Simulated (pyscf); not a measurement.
Single points on ωB97X-D3(BJ)/def2-SVP structures (PySCF, gas phase).

Question: What is the homolytic dissociation enthalpy (298 K, ωB97M-D3(BJ)/def2-TZVP) of the Hf–O bond of `[CH3][O][Hf]([OH])([OH])[OH]`, to H₃C–O• + [HO–Hf(OH)–OH]•?

Answer: Hf–O to H₃C–O• + [HO–Hf(OH)–OH]•: 4.91 eV. The 7 functionals that were run give +4.69 (PBE) to +5.07 eV (ωB97X-D3(BJ)). The radicals are drawn with the spin at the cut bond; how far it spreads was not checked. H₃C–O• lies 0.30 eV over its isomer •H₂C–OH, and others may lie lower still (electronic energy, ωB97M-D3(BJ)). Other isomers of [HO–Hf(OH)–OH]• were not searched in full and may lie lower. Open-shell species with a d-block atom are single-reference here; other states, and whether the spin sits on metal or ligand, were not checked. Elements past Kr carry the def2 core potentials, without spin-orbit coupling.
